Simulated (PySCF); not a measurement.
Ionisation energies (eV) were calculated with PySCF 2.14 by LDA, PBE0, UHF, in another order, as differences of total energies without spin-orbit coupling. The measured values are between term centres (NIST).

| species | measured | A | B | C |
| --- | --- | --- | --- | --- |
| Be (aug-cc-pVDZ-DK, spin-free X2C) | 9.323 | 8.076 | 9.055 | 9.013 |
| Si+ (aug-cc-pV(D+d)Z, non-relativistic) | 16.322 | 15.826 | 16.369 | 16.441 |
| Co (aug-cc-pVDZ-DK, spin-free X2C) | 7.869 | 8.276 | 8.072 | 7.961 |
| Cu (aug-cc-pVDZ-PP with ECP10MDF, ECP) | 7.726 | 6.596 | 8.680 | 7.980 |
| Ga (aug-cc-pVDZ-PP with ECP10MDF, ECP) | 5.931 | 5.521 | 5.987 | 5.946 |
| I (aug-cc-pVDZ-PP with ECP28MDF, ECP) | 10.519 | 9.591 | 10.809 | 10.554 |
| Tl (aug-cc-pVDZ-PP with ECP60MDF, ECP) | 5.464 | 4.999 | 5.577 | 5.427 |
| Pb+ (aug-cc-pVDZ-PP with ECP60MDF, ECP) | 13.869 | 13.173 | 13.888 | 13.708 |

Question: Which column is which method?

Answer: A is UHF (mean error -0.62 eV); B is LDA (mean error 0.18 eV); C is PBE0 (mean error 0.00 eV). Hartree-Fock lacks the correlation of the electron removed and comes out lowest. LDA overbinds the outer electron and comes out highest. PBE0, with a quarter of exact exchange, lies close to experiment on average.
